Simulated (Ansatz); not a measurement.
One change: `NC/C=C\F` becomes `F/C=C\CF`.

Ansatz, PBE0-D4/def2-TZVP geometries, multiplicity 1. Each molecule was computed in one conformer, which needn't be the lowest.

| property | `NC/C=C\F` |
| --- | --- |
| HOMO energy (ωB97M-V/def2-TZVPP) / eV | -9.37 |
| HOMO–LUMO gap (PBE/def2-TZVPP) / eV | 4.84 |
| LUMO energy (ωB97M-V/def2-TZVPP) / eV | 2.23 |
| LUMO energy (PBE0/def2-TZVPP) / eV | 0.35 |
| HOMO–LUMO gap (ωB97M-V/def2-TZVPP) / eV | 11.59 |
| LUMO energy (B3LYP/def2-TZVPP) / eV | 0.06 |

What does the change do to each property? (Estimate.)

Computed: 
| property | `F/C=C\CF` | shift |
| --- | --- | --- |
| HOMO energy (ωB97M-V/def2-TZVPP) / eV | -10.15 | -0.78 |
| HOMO–LUMO gap (PBE/def2-TZVPP) / eV | 5.44 | 0.60 |
| LUMO energy (ωB97M-V/def2-TZVPP) / eV | 2.03 | -0.20 |
| LUMO energy (PBE0/def2-TZVPP) / eV | -0.13 | -0.48 |
| HOMO–LUMO gap (ωB97M-V/def2-TZVPP) / eV | 12.18 | 0.59 |
| LUMO energy (B3LYP/def2-TZVPP) / eV | -0.41 | -0.47 |

With PBE0 the HOMO falls by 0.89 eV and the LUMO falls by 0.48 eV, so the gap widens by about 0.41 eV. PBE moves the HOMO by -1.11 eV and ωB97M-V by -0.78 eV.

B3LYP here is the variant with VWN-RPA as its local correlation; programs differ in this.
